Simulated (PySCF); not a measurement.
Match the calculated data to a structure.

All candidates are C4H7N.

* Dipole: 1.41 D [CAM-B3LYP/def2-SVPD]
* 1H NMR: chemical shifts (computed TMS as zero) by class: 5.72 (1 H), 5.59 (1 H), 2.78 (1 H), 1.26 (1 H), 1.13 (2 H), 1.11 (1 H) ppm [GIAO CAM-B3LYP/pcSseg-2]
* 13C NMR: chemical shifts (computed TMS as zero) by class: 154.5 (1 C), 114.3 (1 C), 28.8 (1 C), 16.2 (1 C) ppm [GIAO CAM-B3LYP/pcSseg-2]
* UV, first state: lowest singlet excitation: 6.06 eV (205 nm, f = 0.001) [TDDFT CAM-B3LYP/def2-SVPD]
* Triplet: lowest triplet excitation (Tamm–Dancoff): 4.29 eV [TDA CAM-B3LYP/def2-SVPD]
* Rotational structure: rotational constants A, B, C: 9.640, 4.182, 3.249 GHz [PBE0-D3(BJ)/def2-SVP]
* XPS: C1s 290.1, C1s 290.4, C1s 290.5, C1s 291.4, N1s 405.1 eV [ΔSCF SCAN, pcX-2 on the ionised atom, pcseg-1 elsewhere, spin-free X2C]
* Couplings: largest of the computed one-bond spin–spin couplings (means over like bonds): 13C–1H +172.0, 13C–1H +171.0, 13C–1H +170.6, 13C–1H +170.6, 13C–1H +169.1, 13C–13C +105.8, 15N–1H -67.5 (×2), 13C–13C +29.0 Hz [B3LYP/pcJ-1, spin–dipole term left out for some pairs]
* Polarisability: 57.8 au [CAM-B3LYP/def2-SVPD]
* Valence photoelectron: vertical ionisation energy: 9.40 eV [ΔSCF CAM-B3LYP/def2-SVPD]

The electronic properties come from PySCF, for the isolated species, density fitting. Levels stand in brackets. Isolated species at its PBE0-D3(BJ)/def2-SVP geometry (one conformer only). NMR classes are plain means over equivalent atoms (diastereotopic ones count apart unless rotation or inversion swaps them), as if these changed places fast.

Question: Which candidate is it?
A. `CCCC#N`
B. `N[C@@H]1C=CC1`
C. `CC#CCN`
D. `C=C1C[C@@H]1N`
E. `C1=NCCC1`

Answer: D. It is `C=C1C[C@@H]1N`. Numbering: `[CH2:1]=[C:2]1[CH2:3][C@@H:4]1[NH2:5]`. Its formula, C4H7N, gives 2 degrees of unsaturation: 1 ring and 1 π bond in the structure found. 4 carbons fall into 4 classes; from least to most shielded: fully substituted alkene carbon [C2] (154.5 ppm), terminal =CH2 carbon [C1] (114.3 ppm), ring sp3 carbon bound to nitrogen [C4] (28.8 ppm), allylic carbon [C3] (16.2 ppm). Hydrogen classes from least to most shielded: 1 H on a terminal =CH2 carbon, C1 (5.72 ppm), 1 H on a terminal =CH2 carbon, C1 (5.59 ppm), 1 H on an sp3 carbon bound to nitrogen, C4 (2.78 ppm), 1 H on an allylic carbon, C3 (1.26 ppm), 2 H on a primary amine nitrogen, N5 (1.13 ppm), 1 H on an allylic carbon, C3 (1.11 ppm). The couplings run between: +172.0 Hz, terminal =CH2 carbon [C1] and its hydrogen; +171.0 Hz, sp3 carbon bound to nitrogen [C4] and its hydrogen; +170.6 Hz, terminal =CH2 carbon [C1] and its hydrogen; +170.6 Hz, allylic carbon [C3] and its hydrogen; +169.1 Hz, allylic carbon [C3] and its hydrogen; +105.8 Hz, terminal =CH2 carbon [C1] and fully substituted alkene carbon [C2]; -67.5 Hz, primary amine nitrogen [N5] and its hydrogen (with 1 like pair); +29.0 Hz, fully substituted alkene carbon [C2] and allylic carbon [C3]. The core levels belong to: C1s 290.1 eV, terminal =CH2 carbon [C1]; C1s 290.4 eV, fully substituted alkene carbon [C2]; C1s 290.5 eV, allylic carbon [C3]; C1s 291.4 eV, sp3 carbon bound to nitrogen [C4]; N1s 405.1 eV, primary amine nitrogen [N5]. The hole state at 290.4 eV has ⟨S²⟩ = 0.85 against 0.75, so that value is less sure. The first electron is taken from the HOMO, whose largest Löwdin shares are 0.48 on the primary amine nitrogen, 0.12 on the sp3 carbon bound to nitrogen, 0.09 on the allylic carbon and 0.08 on the fully substituted alkene carbon. The optimised geometry has point group C1 and is an asymmetric top.

The others, at the same levels:
- `CCCC#N` fails: its computed core binding energies are C1s 291.2, C1s 291.4, C1s 292.3, C1s 292.3, N1s 405.0 eV, rotational constant A is 23.974 GHz (against 9.640 GHz) and smallest rotational constant is 2.151 GHz (against 3.249 GHz).
- `CC#CCN` fails: its computed core binding energies are C1s 289.9, C1s 290.1, C1s 291.5, C1s 292.1, N1s 405.0 eV, rotational constant A is 22.063 GHz (against 9.640 GHz) and smallest rotational constant is 1.959 GHz (against 3.249 GHz).
- `N[C@@H]1C=CC1` fails: its computed 13C shifts are 157.4 (1 C), 150.8 (1 C), 60.3 (1 C), 49.3 (1 C) ppm, 1H shifts are 6.43 (1 H), 6.42 (1 H), 3.91 (1 H), 2.83 (1 H), 1.84 (1 H), 0.77 (2 H) ppm and vertical ionisation energy is 9.17 eV (against 9.40 eV).
- `C1=NCCC1` fails: its computed core binding energies are C1s 290.8, C1s 291.0, C1s 291.2, C1s 291.5, N1s 404.4 eV, lowest singlet excitation is 5.46 eV (227 nm, f = 0.002) (against 6.06 eV) and vertical ionisation energy is 9.71 eV (against 9.40 eV).

Each candidate is one conformer, not necessarily the lowest. Dipoles, sizes and rotational constants follow the conformer. The torsions of the flexible species, by atom-mapped SMILES:
- `[CH2:1]=[C:2]1[CH2:3][C@@H:4]1[NH2:5]`: H–N5–C4–C3 -148°, H–N5–C4–C3 93°
- `[CH3:1][CH2:2][CH2:3][C:4]#[N:5]`: C1–C2–C3–C4 180°
- `[CH3:1][C:2]#[C:3][CH2:4][NH2:5]`: H–N5–C4–C3 58°, H–N5–C4–C3 -58°
- `[NH2:1][C@@H:2]1[CH:3]=[CH:4][CH2:5]1`: H–N1–C2–C3 55°, H–N1–C2–C3 174°
